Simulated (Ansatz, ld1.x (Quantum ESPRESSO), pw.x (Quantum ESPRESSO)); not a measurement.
# Mg (Z = 12): does the ultrasoft potential hold in the solid?

ld1.x (Quantum ESPRESSO) 7.5 input, shortened:

```
&input
   title='Mg', zed=12., rel=1, dft='PBESOL', iswitch=3,
   config='[Ne] 3s2 3p0 3d-2'
 /
 &inputp
   pseudotype=3, tm=.true., lloc=-1, rcloc=2.40,
   nlcc=.true., new_core_ps=.true.,
   which_augfun='PSQ', rmatch_augfun_nc=.true.
 /
6
3S  1  0   2.00   0.00  1.95  2.55  0.0
3S  1  0   0.00   0.05  1.95  2.55  0.0
3P  2  1   0.00   0.00  1.85  2.45  0.0
3P  2  1   0.00   0.30  1.85  2.45  0.0
3D  3  2  -2.00  -0.15  2.05  2.55  0.0
3D  3  2  -2.00   0.30  2.05  2.55  0.0
 &test
   configts(1)='3s2 3p0'
 /
```

Atomic tests: cutoffs needed: 6 Ry and 6 Ry (the cutoffs (Ry, on a coarse ladder) from which the occupation-weighted sum of valence levels, in a spherical-Bessel basis at the reference potential, stays within 10 and 1 mRy of its value at 400 Ry); ghost test: no extra level below or beside the all-electron valence levels (s, p, d, f tested) (spherical-Bessel basis up to 400 Ry, 20 bohr box); largest excitation error: -12 meV (all-electron minus pseudo) for 3s0 3p1, out of 5 test configurations.

Crystal test: sc Mg in pw.x 7.5, no spin, 11³ k-points, Fermi–Dirac smearing 0.01 Ry, cutoffs 40/320 Ry. The reference is all-electron LAPW (Ansatz 0.2.0) with the same functional, mesh and smearing; V0 and B0 come from Birch–Murnaghan fits to the pressures at five volumes. Errors are pseudo minus all-electron; Δ is the rms difference of the E(V) curves that follow from these fits, minima aligned, over ±6 % about the mean V0. Mesh and smearing are coarse, so the numbers serve the comparison and aren't converged zero-temperature values; the lattice is a test structure that the element need not adopt.

```json
{"V (Å³/atom)": "25.730", "P all-electron (GPa)": "1.17", "P pseudo (GPa)": "1.19"}
{"V (Å³/atom)": "26.407", "P all-electron (GPa)": "0.46", "P pseudo (GPa)": "0.48"}
{"V (Å³/atom)": "27.084", "P all-electron (GPa)": "-0.16", "P pseudo (GPa)": "-0.15"}
{"V (Å³/atom)": "27.761", "P all-electron (GPa)": "-0.71", "P pseudo (GPa)": "-0.70"}
{"V (Å³/atom)": "28.438", "P all-electron (GPa)": "-1.20", "P pseudo (GPa)": "-1.19"}
```

All-electron: a0 = 2.996 Å (V0 = 26.90 Å³/atom), B0 = 24.1 GPa.

Pseudopotential: mean pressure error (GPa): +0.01; a0 (Å): 2.997; a0 error (%): +0.02; B0 error (%): +0.4; Δ (meV/atom): 0.1.

Problem. At the middle volume, how do free energy and pressure move when the wave cutoff is lowered (ecutrho held at 320 Ry)?

Solution.

```tsv
cutoff (Ry)	shift of F (meV/atom)	shift of P (GPa)
18	+0.2	-0.00
24	+0.1	-0.00
32	+0.0	+0.00
```

The run at the middle volume (56 k-points, 5 iterations) took about 3.7 s on one core of a shared host (Neoverse-V2, 96 threads, 742 GiB, load 68).
